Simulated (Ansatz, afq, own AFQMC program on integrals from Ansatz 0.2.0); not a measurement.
BH2O, doublet: AFQMC among the cluster methods

```yaml
atoms:
  - { symbol: B, position_ang: [0.0000, -0.3391, 0.7122] }
  - { symbol: O, position_ang: [0.0000, 0.2191, -0.4984] }
  - { symbol: H, position_ang: [0.0000, 0.5663, 1.5008] }
  - { symbol: H, position_ang: [0.0000, -0.4061, -1.2288] }
```

Connectivity, by distances: BH–OH.

Basis cc-pVDZ. Only valence electrons are correlated. Ansatz 0.2.0 and our own AFQMC program on the same integrals; the CISD trial comes from CCSD amplitudes, and released means the phaseless constraint is let go. Error bars are statistical, one sigma.

Determinant: UHF, the one that the program's search chose, which needn't be the lowest solution. The geometry is a point of a scan.

No full CI on the walks' own integrals is used here; CCSDT(Q) serves as the reference and is uncertain by about the last step of the cluster series.

* T1 diagnostic: 0.0184
* weight of the determinant in the CISD state: 0.909
* ⟨S²⟩ of the determinant: 0.754
* size of the correlated space: 11 electrons in 36 orbitals

```tsv
level	correlation energy (eV)
MP2	-6.9443
CCSD	-7.4106
CCSD(T)	-7.5890
```

Q: Estimate where AFQMC with the constraint released lies against CCSD(T) on the same integrals.

A: 17.6 ± 18.2 meV below CCSD(T). The gap is under twice the noise, so this walk alone can't tell the two apart.

Reference: CCSDT(Q), correlation energy -7.622 eV. The released energy is read at 2.40 1/Eh (meV from the phaseless value at times in 1/Eh: -5 ± 18 at 0.24, -2 ± 12 at 0.51, -5 ± 13 at 0.99, 8 ± 12 at 1.62, 4 ± 18 at 2.40).

```
         level  E − E(reference) (meV)  share of correlation (%)
       CCSD(T)                    33.1                     99.57
         CCSDT                    17.5                     99.77
 ph-AFQMC/CISD             11.1 ± 14.4                     99.85
released AFQMC             15.4 ± 18.2                     99.80
```

A walk keeps the symmetry of its determinant, which the program's search chose and which needn't be the lowest solution, so a lower state of the same spin and another symmetry isn't excluded. Released energies are given only where the last usable release times agree within the noise; a slower fall can still hide under it.
